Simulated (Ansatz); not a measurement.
# AlB (triplet): B2PLYP, RPA-PBE over vertical spin and charge gaps, cc-pVDZ

Aim: run AlB (triplet) with these functionals over vertical spin and charge gaps, and hold them against the top wave-function level at the same points.

Method: cc-pVDZ, all electrons in the functionals, frozen cores in the correlation of double hybrids and RPA; program: Ansatz 0.2.0, Gaussian basis.

To be run: B2PLYP, RPA-PBE, at charge 0, triplet; charge 0, singlet; charge 0, quintet; charge 1, doublet; charge 1, quartet.

17 further runs of the same task are left out: 2 for a known fault of the program, 5 that didn't finish, 10 set aside as unsound or not needed.

**1. What is computed**

The geometry is a PBE0/def2-TZVP stationary point (not a proven minimum).

2 atoms, charge 0, spin multiplicity 3.

Atoms are counted from 1 here; the program's logs count them from 0.

Bond lengths: B1–Al2 2.023 Å.

No dispersion term is added.

The geometry shown and the zero of energy belong to the point charge 0, triplet. The yardstick, FCI, and other wave-function levels (R restricted, U unrestricted, valence and pair active spaces) come from earlier runs.

**2. B2PLYP, charge 0, triplet**

in.yaml

```yaml
crystal:
  periodic: [false, false, false]
  atoms:
    - {symbol: B, position_ang: [0.000000, 0.000000, 0.000000]}
    - {symbol: Al, position_ang: [0.000000, 0.000000, 2.023407]}
basis:
  gaussian: {orbitals: cc-pVDZ}
magnetization: {spin_polarized: true, initial_magnetization: 2}
hamiltonian: {xc: {name: B2PLYP}}
correlation: {electrons: outside_noble_gas}
```

Run with:

```
$ ansatz run in.yaml --threads 1 --pin off --events-out ev --progress --plain --max-ram 2393MiB
```

Standard output:

```text
Functional definition: B2PLYP
  name "B2PLYP"
  cite "Grimme, J. Chem. Phys. 124, 034108 (2006) doi:10.1063/1.2148954"
  cite "Becke, Phys. Rev. A 38, 3098 (1988) doi:10.1103/PhysRevA.38.3098"
  cite "Lee, Yang & Parr, Phys. Rev. B 37, 785 (1988) doi:10.1103/PhysRevB.37.785"
  parameter a = 0.53
  parameter c = 0.27
  exchange = (1 - a)*b88_x + a*exact_x
  correlation = (1 - c)*lyp_c + c*(mp2_os + mp2_ss)
315 factors; integrals over basis functions are off by at most 8.9e-4 eV
mean field evaluation 1: about -7261.9890 eV, gradient 7.3e0 eV
mean field evaluation 2: about -7262.0421 eV, gradient 7.2e0 eV
mean field evaluation 4: about -7262.6645 eV, gradient 8.8e-1 eV
mean field evaluation 8: about -7262.7240 eV, gradient 3.7e-1 eV
mean field evaluation 16: about -7262.7760 eV, gradient 1.2e-2 eV
mean field evaluation 32: about -7262.7826 eV, gradient 3.4e-1 eV
mean field evaluation 64: about -7262.6197 eV, gradient 2.4e0 eV
mean field -7262.80278873 eV, -266.9030795813 hartree, gradient 3.9e-6 eV, S^2 2.184358; 7 other end points of the search recorded, 0 dependent functions left out
6 core orbitals not correlated: weight in the atoms' cores, before any rotation towards them, 1.000 or more for the frozen orbitals, at most 0.000 for the correlated occupied ones
reference -7262.80289804 eV, -266.9030835985 hartree; 4, 2 occupied and 22, 24 virtual orbitals, 315 factors
second order -3.16124761 eV of doubles, -0.00000000 eV of singles
Total energy: -7263.65643490 eV, -266.9344504993 hartree
```

It took 2.7 s on 1 thread of Intel Xeon Platinum 8488C, shared host.

From the report: ⟨S²⟩ of the determinant 2.184 (pure triplet: 2.00).

**3. B2PLYP, charge 0, singlet**

Edit in.yaml of step 2 so:

```diff
@@ -7,3 +7,3 @@
   gaussian: {orbitals: cc-pVDZ}
-magnetization: {spin_polarized: true, initial_magnetization: 2}
+magnetization: {spin_polarized: true, initial_magnetization: 0}
 hamiltonian: {xc: {name: B2PLYP}}
```

The command is unchanged.

Standard output, shortened:

```text
Functional definition: B2PLYP
  name "B2PLYP"
  cite "Grimme, J. Chem. Phys. 124, 034108 (2006) doi:10.1063/1.2148954"
  cite "Becke, Phys. Rev. A 38, 3098 (1988) doi:10.1103/PhysRevA.38.3098"
  cite "Lee, Yang & Parr, Phys. Rev. B 37, 785 (1988) doi:10.1103/PhysRevB.37.785"
[...]
315 factors; integrals over basis functions are off by at most 8.9e-4 eV
[...]
mean field -7262.60467597 eV, -266.8957990718 hartree, gradient 6.6e-7 eV, S^2 1.103123; 12 other end points of the search recorded, 0 dependent functions left out
6 core orbitals not correlated: weight in the atoms' cores, before any rotation towards them, 1.000 or more for the frozen orbitals, at most 0.000 for the correlated occupied ones
reference -7262.60478625 eV, -266.8958031243 hartree; 3, 3 occupied and 23, 23 virtual orbitals, 315 factors
second order -2.81785541 eV of doubles, -0.00000000 eV of singles
Total energy: -7263.36560721 eV, -266.9237627790 hartree
```

It took 4.8 s on 1 thread of Intel Xeon Platinum 8488C, shared host.

From the report: ⟨S²⟩ of the determinant 1.103 (pure singlet: 0.00). The determinant is far from a pure spin state, so its energy mixes those of several spin states (harmless only where they are near-degenerate, as at dissociation).

From charge 0, triplet: +28.1 kJ/mol.

**4. B2PLYP, charge 0, quintet**

Edit in.yaml of step 3 so:

```diff
@@ -7,3 +7,3 @@
   gaussian: {orbitals: cc-pVDZ}
-magnetization: {spin_polarized: true, initial_magnetization: 0}
+magnetization: {spin_polarized: true, initial_magnetization: 4}
 hamiltonian: {xc: {name: B2PLYP}}
```

The command is unchanged.

Standard output, shortened:

```text
Functional definition: B2PLYP
  name "B2PLYP"
  cite "Grimme, J. Chem. Phys. 124, 034108 (2006) doi:10.1063/1.2148954"
  cite "Becke, Phys. Rev. A 38, 3098 (1988) doi:10.1103/PhysRevA.38.3098"
  cite "Lee, Yang & Parr, Phys. Rev. B 37, 785 (1988) doi:10.1103/PhysRevB.37.785"
[...]
315 factors; integrals over basis functions are off by at most 8.9e-4 eV
[...]
mean field -7261.84554873 eV, -266.8679016601 hartree, gradient 4.1e-6 eV, S^2 6.001715; 2 other end points of the search recorded, 0 dependent functions left out
6 core orbitals not correlated: weight in the atoms' cores, before any rotation towards them, 1.000 or more for the frozen orbitals, at most 0.000 for the correlated occupied ones
reference -7261.84566044 eV, -266.8679057654 hartree; 5, 1 occupied and 21, 25 virtual orbitals, 315 factors
second order -2.91787787 eV of doubles, -0.00000000 eV of singles
Total energy: -7262.63348747 eV, -266.8968578746 hartree
```

Run time: 0.91 s. Hardware: 1 thread of Intel Xeon Platinum 8488C, shared host.

From the report: ⟨S²⟩ of the determinant 6.002 (pure quintet: 6.00).

From charge 0, triplet: +98.7 kJ/mol.

**5. B2PLYP, charge 1, doublet**

Edit in.yaml of step 4 so:

```diff
@@ -7,3 +7,4 @@
   gaussian: {orbitals: cc-pVDZ}
-magnetization: {spin_polarized: true, initial_magnetization: 4}
+total_charge: 1
+magnetization: {spin_polarized: true, initial_magnetization: 1}
 hamiltonian: {xc: {name: B2PLYP}}
```

Launched as before.

Standard output, shortened:

```text
Functional definition: B2PLYP
  name "B2PLYP"
  cite "Grimme, J. Chem. Phys. 124, 034108 (2006) doi:10.1063/1.2148954"
  cite "Becke, Phys. Rev. A 38, 3098 (1988) doi:10.1103/PhysRevA.38.3098"
  cite "Lee, Yang & Parr, Phys. Rev. B 37, 785 (1988) doi:10.1103/PhysRevB.37.785"
[...]
315 factors; integrals over basis functions are off by at most 8.9e-4 eV
[...]
mean field -7255.40131272 eV, -266.6310803547 hartree, gradient 1.6e-6 eV, S^2 1.199493; 5 other end points of the search recorded, 0 dependent functions left out
6 core orbitals not correlated: weight in the atoms' cores, before any rotation towards them, 1.000 or more for the frozen orbitals, at most 0.000 for the correlated occupied ones
reference -7255.40142708 eV, -266.6310845573 hartree; 3, 2 occupied and 23, 24 virtual orbitals, 315 factors
second order -2.40341286 eV of doubles, -0.00000000 eV of singles
Total energy: -7256.05034855 eV, -266.6549319815 hartree
```

Wall time 2.4 s (1 thread of Intel Xeon Platinum 8488C, shared host).

From the report: ⟨S²⟩ of the determinant 1.199 (pure doublet: 0.75).

From charge 0, triplet: +733.9 kJ/mol.

**6. B2PLYP, charge 1, quartet**

Edit in.yaml of step 5 so:

```diff
@@ -8,3 +8,3 @@
 total_charge: 1
-magnetization: {spin_polarized: true, initial_magnetization: 1}
+magnetization: {spin_polarized: true, initial_magnetization: 3}
 hamiltonian: {xc: {name: B2PLYP}}
```

Launched as before.

Standard output, shortened:

```text
Functional definition: B2PLYP
  name "B2PLYP"
  cite "Grimme, J. Chem. Phys. 124, 034108 (2006) doi:10.1063/1.2148954"
  cite "Becke, Phys. Rev. A 38, 3098 (1988) doi:10.1103/PhysRevA.38.3098"
  cite "Lee, Yang & Parr, Phys. Rev. B 37, 785 (1988) doi:10.1103/PhysRevB.37.785"
[...]
315 factors; integrals over basis functions are off by at most 8.9e-4 eV
[...]
mean field -7254.51164492 eV, -266.5983856661 hartree, gradient 3.1e-7 eV, S^2 3.753538; 5 other end points of the search recorded, 0 dependent functions left out
6 core orbitals not correlated: weight in the atoms' cores, before any rotation towards them, 1.000 or more for the frozen orbitals, at most 0.000 for the correlated occupied ones
reference -7254.51176203 eV, -266.5983899698 hartree; 4, 1 occupied and 22, 25 virtual orbitals, 315 factors
second order -1.81428875 eV of doubles, -0.00000000 eV of singles
Total energy: -7255.00161999 eV, -266.6163919179 hartree
```

Run time: 2.7 s. Hardware: 1 thread of Intel Xeon Platinum 8488C, shared host.

From the report: ⟨S²⟩ of the determinant 3.754 (pure quartet: 3.75).

From charge 0, triplet: +835.1 kJ/mol.

**7. RPA-PBE, charge 0, triplet**

in.yaml

```yaml
crystal:
  periodic: [false, false, false]
  atoms:
    - {symbol: B, position_ang: [0.000000, 0.000000, 0.000000]}
    - {symbol: Al, position_ang: [0.000000, 0.000000, 2.023407]}
basis:
  gaussian: {orbitals: cc-pVDZ}
magnetization: {spin_polarized: true, initial_magnetization: 2}
hamiltonian: {xc: {name: PBE}}
correlation: {method: rpa, electrons: outside_noble_gas}
```

The command is unchanged.

Standard output, shortened:

```text
Functional definition: PBE
  name "PBE"
  cite "Perdew, Burke & Ernzerhof, Phys. Rev. Lett. 77, 3865 (1996) doi:10.1103/PhysRevLett.77.3865"
  parent pbe
[...]
315 factors; integrals over basis functions are off by at most 8.9e-4 eV
[...]
mean field -7263.14069451 eV, -266.9154973896 hartree, gradient 1.8e-6 eV, S^2 2.067114; 7 other end points of the search recorded, 0 dependent functions left out
6 core orbitals not correlated: weight in the atoms' cores, before any rotation towards them, 1.000 or more for the frozen orbitals, at most 0.000 for the correlated occupied ones
reference -7249.52055981 eV, -266.4149666716 hartree; 4, 2 occupied and 22, 24 virtual orbitals, 315 factors
Total energy: -7255.75079417 eV, -266.6439235612 hartree
```

It took 1.8 s on 1 thread of Intel Xeon Platinum 8488C, shared host.

From the report: ⟨S²⟩ of the determinant 2.067 (pure triplet: 2.00).

**8. RPA-PBE, charge 0, singlet**

Edit in.yaml of step 7 so:

```diff
@@ -7,3 +7,3 @@
   gaussian: {orbitals: cc-pVDZ}
-magnetization: {spin_polarized: true, initial_magnetization: 2}
+magnetization: {spin_polarized: true, initial_magnetization: 0}
 hamiltonian: {xc: {name: PBE}}
```

Same command.

Standard output, shortened:

```text
Functional definition: PBE
  name "PBE"
  cite "Perdew, Burke & Ernzerhof, Phys. Rev. Lett. 77, 3865 (1996) doi:10.1103/PhysRevLett.77.3865"
  parent pbe
[...]
315 factors; integrals over basis functions are off by at most 8.9e-4 eV
[...]
mean field -7262.91704288 eV, -266.9072783438 hartree, gradient 5.4e-6 eV, S^2 1.006701; 20 other end points of the search recorded, 0 dependent functions left out
6 core orbitals not correlated: weight in the atoms' cores, before any rotation towards them, 1.000 or more for the frozen orbitals, at most 0.000 for the correlated occupied ones
reference -7249.02940809 eV, -266.3969171786 hartree; 3, 3 occupied and 23, 23 virtual orbitals, 315 factors
Total energy: -7255.49574203 eV, -266.6345505681 hartree
```

Run time: 10 s. Hardware: 1 thread of Intel Xeon Platinum 8488C, shared host.

From the report: ⟨S²⟩ of the determinant 1.007 (pure singlet: 0.00). The determinant is far from a pure spin state, so its energy mixes those of several spin states (harmless only where they are near-degenerate, as at dissociation).

From charge 0, triplet: +24.6 kJ/mol.

**9. RPA-PBE, charge 0, quintet**

Edit in.yaml of step 8 so:

```diff
@@ -7,3 +7,3 @@
   gaussian: {orbitals: cc-pVDZ}
-magnetization: {spin_polarized: true, initial_magnetization: 0}
+magnetization: {spin_polarized: true, initial_magnetization: 4}
 hamiltonian: {xc: {name: PBE}}
```

Launched as before.

Standard output, shortened:

```text
Functional definition: PBE
  name "PBE"
  cite "Perdew, Burke & Ernzerhof, Phys. Rev. Lett. 77, 3865 (1996) doi:10.1103/PhysRevLett.77.3865"
  parent pbe
[...]
315 factors; integrals over basis functions are off by at most 8.9e-4 eV
[...]
mean field -7262.03849388 eV, -266.8749922637 hartree, gradient 2.4e-6 eV, S^2 6.000696; 2 other end points of the search recorded, 0 dependent functions left out
6 core orbitals not correlated: weight in the atoms' cores, before any rotation towards them, 1.000 or more for the frozen orbitals, at most 0.000 for the correlated occupied ones
reference -7249.58764663 eV, -266.4174320665 hartree; 5, 1 occupied and 21, 25 virtual orbitals, 315 factors
Total energy: -7254.47427804 eV, -266.5970124587 hartree
```

Wall time 0.79 s (1 thread of Intel Xeon Platinum 8488C, shared host).

From the report: ⟨S²⟩ of the determinant 6.001 (pure quintet: 6.00).

From charge 0, triplet: +123.2 kJ/mol.

**10. RPA-PBE, charge 1, doublet**

Edit in.yaml of step 9 so:

```diff
@@ -7,3 +7,4 @@
   gaussian: {orbitals: cc-pVDZ}
-magnetization: {spin_polarized: true, initial_magnetization: 4}
+total_charge: 1
+magnetization: {spin_polarized: true, initial_magnetization: 1}
 hamiltonian: {xc: {name: PBE}}
```

The command is unchanged.

Standard output, shortened:

```text
Functional definition: PBE
  name "PBE"
  cite "Perdew, Burke & Ernzerhof, Phys. Rev. Lett. 77, 3865 (1996) doi:10.1103/PhysRevLett.77.3865"
  parent pbe
[...]
315 factors; integrals over basis functions are off by at most 8.9e-4 eV
[...]
mean field -7255.21446677 eV, -266.6242138927 hartree, gradient 1.4e-6 eV, S^2 0.835813; 16 other end points of the search recorded, 0 dependent functions left out
6 core orbitals not correlated: weight in the atoms' cores, before any rotation towards them, 1.000 or more for the frozen orbitals, at most 0.000 for the correlated occupied ones
reference -7242.51487674 eV, -266.1575125673 hartree; 3, 2 occupied and 23, 24 virtual orbitals, 315 factors
Total energy: -7248.00483119 eV, -266.3592646721 hartree
```

It took 3.4 s on 1 thread of Intel Xeon Platinum 8488C, shared host.

From the report: ⟨S²⟩ of the determinant 0.836 (pure doublet: 0.75).

From charge 0, triplet: +747.4 kJ/mol.

**11. RPA-PBE, charge 1, quartet**

Edit in.yaml of step 10 so:

```diff
@@ -8,3 +8,3 @@
 total_charge: 1
-magnetization: {spin_polarized: true, initial_magnetization: 1}
+magnetization: {spin_polarized: true, initial_magnetization: 3}
 hamiltonian: {xc: {name: PBE}}
```

Same command.

Standard output, shortened:

```text
Functional definition: PBE
  name "PBE"
  cite "Perdew, Burke & Ernzerhof, Phys. Rev. Lett. 77, 3865 (1996) doi:10.1103/PhysRevLett.77.3865"
  parent pbe
[...]
315 factors; integrals over basis functions are off by at most 8.9e-4 eV
[...]
mean field -7254.04880102 eV, -266.5813764667 hartree, gradient 2.4e-6 eV, S^2 3.758591; 11 other end points of the search recorded, 0 dependent functions left out
6 core orbitals not correlated: weight in the atoms' cores, before any rotation towards them, 1.000 or more for the frozen orbitals, at most 0.000 for the correlated occupied ones
reference -7242.39658073 eV, -266.1531652691 hartree; 4, 1 occupied and 22, 25 virtual orbitals, 315 factors
Total energy: -7246.61598637 eV, -266.3082255665 hartree
```

It took 5.5 s on 1 thread of Intel Xeon Platinum 8488C, shared host.

From the report: ⟨S²⟩ of the determinant 3.759 (pure quartet: 3.75).

From charge 0, triplet: +881.4 kJ/mol.

**12. Against the wave-function levels**

The yardstick is full CI for this spin, exact in this basis with these frozen cores. It comes from earlier runs at the same points. Energies in kJ/mol, counted from charge 0, triplet; blanks weren't run or aren't comparable.

```
  level  triplet to singlet  triplet to quintet  ionisation to the doublet cation  ionisation to the quartet cation
    FCI                58.3               104.9                             735.6                             859.3
 B2PLYP                                    98.7                             733.9                             835.1
RPA-PBE                                   123.2                             747.4                             881.4
```

Largest miss and mean time a point (FCI took 24 s a point; shared hosts):

```
  level  largest miss (kJ/mol)                             where  time a point
 B2PLYP                  -24.3  ionisation to the quartet cation         2.7 s
RPA-PBE                  +22.0  ionisation to the quartet cation         4.3 s
```

**13. Summary of results**

```
                             quantity                                            value
              triplet to singlet, FCI                                      58.3 kJ/mol
              triplet to quintet, FCI                                     104.9 kJ/mol
ionisation to the doublet cation, FCI                                     735.6 kJ/mol
ionisation to the quartet cation, FCI                                     859.3 kJ/mol
                 largest miss, B2PLYP  -24.3 kJ/mol (ionisation to the quartet cation)
                largest miss, RPA-PBE  +22.0 kJ/mol (ionisation to the quartet cation)
```

Of the functionals, RPA-PBE keep the smallest largest miss at the points compared (at most 22.0 kJ/mol) and B2PLYP strays most (24.3 kJ/mol, at ionisation to the quartet cation). B2PLYP, RPA-PBE clearly break the spin symmetry at some points (⟨S²⟩ up to 1.10 above the pure value), so energy there is bought with a mixed spin. Functionals and the yardstick converge differently with the basis, so part of each miss in cc-pVDZ is the basis.
